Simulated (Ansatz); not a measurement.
# AlNH2+ (doublet): the correlation ladder, cc-pVDZ

The task here is to estimate one member of a computed series from the others.

The runs use Ansatz 0.2.0, Gaussian basis; cc-pVDZ, core rule «outside noble gas», up to 6 orbitals frozen.

Plan: UHF; CCSD(T) on ROHF; CCSD(T) on UHF; BCCD(T) on ROHF; CISD; CCSDT(Q) on ROHF; CCSDT(Q) on UHF; CCSDTQ on ROHF.

11 further runs of the same task are left out: 8 for a known fault of the program, 3 set aside as unsound or not needed.

### The system

The geometry is a PBE0/def2-TZVP stationary point (not a proven minimum) of the parent state, kept for this charge and spin.

4 atoms, charge 1, spin multiplicity 2.

Atoms are counted from 1 here; the program's logs count them from 0.

Bond lengths: Al1–N2 1.796 Å, N2–H3 1.012 Å, N2–H4 1.012 Å. Angles: Al1–N2–H3 125.6°, Al1–N2–H4 125.6°, H3–N2–H4 108.7°.

Set-up of the first run:

in.yaml

```yaml
crystal:
  periodic: [false, false, false]
  atoms:
    - {symbol: Al, position_ang: [0.000000, 0.000000, 0.696811]}
    - {symbol: N, position_ang: [0.000000, 0.000000, -1.099242]}
    - {symbol: H, position_ang: [0.000000, 0.822256, -1.688737]}
    - {symbol: H, position_ang: [0.000000, -0.822256, -1.688737]}
basis:
  gaussian: {orbitals: cc-pVDZ}
total_charge: 1
magnetization: {spin_polarized: true, initial_magnetization: 1}
hamiltonian: {xc: hf}
output: {orbitals: {seedname: orbitals}}
```

Run with:

```bash
$ ansatz run in.yaml --threads 1 --pin off --events-out ev --progress --plain --max-ram 2816MiB --backend cpu
```

Steps of the session up to this table: UHF; CCSD(T) on ROHF; CCSD(T) on UHF; BCCD(T) on ROHF; CISD; CCSDT(Q) on ROHF; CCSDT(Q) on UHF; CCSDTQ on ROHF.

One of the session's tables, all rows but one given; the rest of the session is left out.

| method | from RCCSDTQ (meV) |
| --- | --- |
| ROHF | +6077.9 |
| UHF | +6049.7 |
| RMP2 | +584.8 |
| UMP2 | +576.5 |
| CISD | +529.0 |
| RCCSD | +207.8 |
| UCCSD | +206.0 |
| RCCSD(T) | +32.8 |
| UCCSD(T) | +32.3 |
| BCCD(T) | +34.4 |
| RCCSDT | ? |
| UCCSDT | +15.5 |
| RCCSDT(Q) | -0.6 |
| UCCSDT(Q) | -3.7 |
| RCCSDTQ | 0 |

**Question.** Estimate the row for RCCSDT.

**Answer.** from RCCSDTQ (meV): +16.1. In the column «from RCCSDTQ (meV)» it lies between UCCSDT (+15.5) and UCCSD(T) (+32.3).

Limits of these values: Restricted and unrestricted rows rest on different reference determinants; where their highest levels disagree by more than a few hundredths of an eV, they describe different states and don't form one ladder.
